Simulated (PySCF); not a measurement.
## Working out the ionisation energy of O

O [He] 2s2 2p4 (3P) → O⁺ [He] 2s2 2p3 (4S). All numbers are calculated (PySCF 2.14, scalar relativity by spin-free X2C-1e, in x2c-SVPall). Frozen: 1s2. Energies in hartree (1 hartree = 27.21139 eV):

| part | O (lower) | O⁺ (upper) |
| --- | --- | --- |
| UHF | -74.771721 | -74.328093 |
| CCSD correlation | -0.116619 | -0.083925 |
| (T) | -0.000831 | -0.000568 |

Question: What does Hartree-Fock give?

Answer: (-74.328093) − (-74.771721) = 0.443628 hartree = 12.072 eV.

Question: What do CCSD and CCSD(T) give?

Answer: The CCSD correlation energies differ by 0.032694 hartree = 0.890 eV and the triples by 0.000263 hartree = 0.007 eV, so CCSD gives 12.962 eV and CCSD(T) 12.969 eV.

Measured between the centres of the two terms (NIST): 13.608 eV, so CCSD(T) (valence) is off by -0.639 eV.

A double-zeta basis recovers only part of the correlation energy.

What remains against the reference includes basis incompleteness, the frozen core and higher excitations.
